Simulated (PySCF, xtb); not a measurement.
Acid–base and redox partners of OS(=O)(=O)O. Gas-phase values, no solvent. One relaxed conformer stands for each flexible species; it need not be the lowest. Strings in code marks are SMILES.

Quantity: bond dissociation enthalpy (X–H) at 298 K, in kJ/mol. Thermal and zero-point terms are GFN2-xTB rigid-rotor harmonic values (xtb).

Level: B3LYP/3-21G // PBE0-D3(BJ)/def2-TZVP (PySCF).

```json
[
 {"species": "`O=S(O)(O)=O` (O–S–O–H torsion -162°, O–S–O–H torsion -27°)", "E (Ha)": "-696.35335", "H(298 K) − E (Ha)": "0.04214"},
 {"species": "`[O]S(=O)(=O)O` (O–S–O–H torsion 53°)", "E (Ha)": "-695.67793", "H(298 K) − E (Ha)": "0.02944"},
 {"species": "H atom", "E (Ha)": "-0.49731", "H(298 K) − E (Ha)": "0.00236"}
]
```

Work out the bond dissociation enthalpy (X–H) at 298 K.

H = E + (H − E) for each species, with 5/2 RT for the lone particle. The enthalpy of the separated products less that of the bound species is 0.16777 Ha, or 440.5 kJ/mol.
